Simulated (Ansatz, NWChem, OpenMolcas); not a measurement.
CH2F2 (difluoromethane): methods side by side

CH2F2: 5 atoms, total charge 0, spin state singlet. As SMILES, `FCF`. The shape is that of a PBE0-D4/def2-TZVP optimisation.

```xyz
5

F    -1.0733    0.1912    0.6983
C     0.0101   -0.0169   -0.0823
F     1.0905   -0.1792    0.7132
H    -0.1427   -0.9329   -0.6595
H     0.1653    0.8642   -0.7111
```

Each level gives the energy change with the C2–H5 bond stretched from 1.094 to 2.406 Å (eV). The values are calculated.

```json
{"level": "HF/aug-cc-pVDZ (restricted)", "kind": "Hartree–Fock", "program": "NWChem", "value (eV)": "5.86", "CPU time (all runs)": "23 s"}
{"level": "PBE/aug-cc-pVDZ (restricted)", "kind": "GGA", "program": "OpenMolcas", "value (eV)": "4.17", "CPU time (all runs)": "60 s"}
{"level": "r2SCAN/aug-cc-pVDZ (restricted)", "kind": "meta-GGA", "program": "OpenMolcas", "value (eV)": "4.49", "CPU time (all runs)": "75 s"}
{"level": "B3LYP/aug-cc-pVDZ (restricted)", "kind": "global hybrid", "program": "Ansatz", "value (eV)": "4.58", "CPU time (all runs)": "9.9 s"}
{"level": "CAM-B3LYP/aug-cc-pVDZ (restricted)", "kind": "range-separated hybrid", "program": "NWChem", "value (eV)": "4.90", "CPU time (all runs)": "68 s"}
{"level": "wB97M-V/aug-cc-pVDZ (restricted)", "kind": "range-separated hybrid", "program": "Ansatz", "value (eV)": "4.90", "CPU time (all runs)": "72 s"}
{"level": "PBE-QIDH/aug-cc-pVDZ (restricted)", "kind": "double hybrid", "program": "Ansatz", "value (eV)": "5.07", "CPU time (all runs)": "13 s"}
{"level": "RPA@PBE0/aug-cc-pVDZ (restricted)", "kind": "RPA", "program": "Ansatz", "value (eV)": "4.54", "CPU time (all runs)": "16 s"}
{"level": "BCCD(T)/aug-cc-pVDZ (restricted)", "kind": "coupled cluster or CI", "program": "Ansatz", "value (eV)": "4.06", "CPU time (all runs)": "51 s"}
```

The first shape isn't each level's own minimum. The values span 4.06 to 5.86 eV. CPU times are rough (shared hosts, several kinds of processor): they show what a rung costs within a factor of a few.
